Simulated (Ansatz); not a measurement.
System: bcc Eu. Method: r²SCAN-D4 (Ansatz, a quantum-chemistry and plane-wave program, plane waves, PAW).

Run with plane-wave cutoff 500 eV, 22×22×22 k mesh, Fermi–Dirac smearing 0.1 eV, spin-polarised with parallel moments, scalar-relativistic PAW data made under PBE.

Cell (relaxed at this level):

```cif
data_Eu
_chemical_formula_sum 'Eu1'
_space_group_name_H-M_alt 'P 1'
_space_group_IT_number 1
_cell_length_a 3.83514
_cell_length_b 3.83514
_cell_length_c 3.83514
_cell_angle_alpha 109.471
_cell_angle_beta 109.471
_cell_angle_gamma 109.471
loop_
_space_group_symop_operation_xyz
  'x, y, z'
loop_
_atom_site_label
_atom_site_type_symbol
_atom_site_fract_x
_atom_site_fract_y
_atom_site_fract_z
_atom_site_occupancy
Eu1 Eu 0.00000 0.00000 0.00000 1
```

What does this level give for the magnetic moment per atom (the cell's total over its atoms)?


* **magnetic moment per atom (the cell's total over its atoms)**: 7.85 μB

Note: the 4f shell is treated without U or exact exchange, so its levels and filling can be wrong; the collinear magnetic order is the start's and need not be the measured one.

Moments are spin moments.

Spin–orbit coupling is not included.

The computed numbers hold no vibrational or temperature effects.
